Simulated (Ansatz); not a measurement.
# Molecular dynamics of CH4BF

Input file:

```yaml
crystal:
  periodic: [false, false, false]
  atoms:
    - { symbol: B, position_ang: [0.002047, 0.012592, 0.027056] }
    - { symbol: C, position_ang: [0.024771, -0.011553, 1.584365] }
    - { symbol: H, position_ang: [-0.850154, -0.571257, 1.958323] }
    - { symbol: H, position_ang: [0.940973, -0.44284, 2.011911] }
    - { symbol: H, position_ang: [-0.10382, 1.016343, 1.966646] }
    - { symbol: F, position_ang: [1.033002, -0.441478, -0.673098] }
    - { symbol: H, position_ang: [-0.934218, 0.438194, -0.618703] }
basis:
  gaussian: { orbitals: def2-SVP }
hamiltonian:
  xc: pbe0
  dispersion: d4
md:
  timestep: 2.0
  n_steps: 40
  ensemble: nvt_langevin
  temperature: 1500.0
  initial_velocities: maxwell_boltzmann
  seed: 534357
  friction: 0.005
```

Command:

```bash
$ ansatz run input.yaml --threads 1 --pin off --max-ram 2048MiB --backend cpu --events-out ev --progress --plain --runs-dir out
```

It starts from a relaxed structure.

Output, in part (step lines, the closing report, with atoms numbered from 0):

```
md step     0: t =     0.00 fs  T =  1285.7 K  F+E_penalty+E_count = -4488.58247456 eV  E_kin = 1.163340 eV  (23 SCF iters)
[... lines left out ...]
Total energy: -4488.20998815 eV, -164.9386748464 hartree
Atom 0 at     0.134428    -0.190866     0.123796 Å, force     2.370971    -2.203938    -1.632477 eV/Å
Atom 1 at     0.117540     0.830085     1.216942 Å, force    -2.002931     0.778507     1.002680 eV/Å
Atom 2 at    -0.946330     1.043921     1.413876 Å, force     0.179339     0.417375     0.422245 eV/Å
Atom 3 at     0.627958     0.593749     2.135129 Å, force     0.145475    -1.092761     0.799745 eV/Å
Atom 4 at     0.647090     1.743565     1.058013 Å, force     0.344002     1.229782    -1.067728 eV/Å
Atom 5 at     1.376321    -0.713053    -0.148435 Å, force    -1.231625     0.301485    -0.046535 eV/Å
Atom 6 at    -0.748669    -0.708973    -0.574030 Å, force     0.194769     0.569549     0.522069 eV/Å
Dipole moment:    -0.166106     0.229716     0.189040 e Å
```

The steps, from the saved trajectory:

| time (fs) | T (K) | potential energy less start (eV) |
| --- | --- | --- |
| 0 | 1286 | 0.000 |
| 2 | 983 | 0.348 |
| 4 | 923 | 0.485 |
| 6 | 891 | 0.334 |
| 8 | 757 | 0.678 |
| 10 | 913 | 0.320 |
| 12 | 757 | 0.490 |
| 14 | 648 | 0.745 |
| 16 | 817 | 0.580 |
| 18 | 499 | 1.044 |
| 20 | 692 | 0.750 |
| 22 | 696 | 0.803 |
| 24 | 819 | 0.672 |
| 26 | 1061 | 0.448 |
| 28 | 959 | 0.667 |
| 30 | 1078 | 0.437 |
| 32 | 719 | 0.856 |
| 34 | 772 | 0.794 |
| 36 | 1095 | 0.343 |
| 38 | 895 | 0.501 |
| 40 | 906 | 0.325 |
| 42 | 770 | 0.545 |
| 44 | 673 | 0.650 |
| 46 | 856 | 0.547 |
| 48 | 925 | 0.539 |
| 50 | 994 | 0.348 |
| 52 | 714 | 0.751 |
| 54 | 617 | 0.785 |
| 56 | 620 | 0.804 |
| 58 | 422 | 1.073 |
| 60 | 754 | 0.645 |
| 62 | 817 | 0.775 |
| 64 | 915 | 0.601 |
| 66 | 1018 | 0.522 |
| 68 | 927 | 0.737 |
| 70 | 1110 | 0.599 |
| 72 | 1000 | 0.783 |
| 74 | 1348 | 0.452 |
| 76 | 1262 | 0.505 |
| 78 | 1177 | 0.648 |
| 80 | 1380 | 0.373 |

All steps were run. The mean temperature of the second half is 39 % below the set value. A step of 2 fs is long for free X–H stretches (periods near 10 fs) and can bias their spread and the temperature. A run of 0.08 ps of so small a system gives no equilibrium averages.

The same pairs are bonded in the first frame and the last. Pairs count as bonded within 1.25 times the sum of covalent radii (0.12 Å more for H–H).

Last frame:

```xyz
7
Properties=species:S:1:pos:R:3
B 0.134 -0.191 0.124
C 0.117 0.830 1.217
H -0.946 1.044 1.414
H 0.628 0.594 2.135
H 0.647 1.744 1.058
F 1.376 -0.713 -0.148
H -0.749 -0.709 -0.574
```

Time of the run: 47 s on 1 thread of Arm Neoverse V2, with other jobs on the host, peak memory 0.1 GiB.
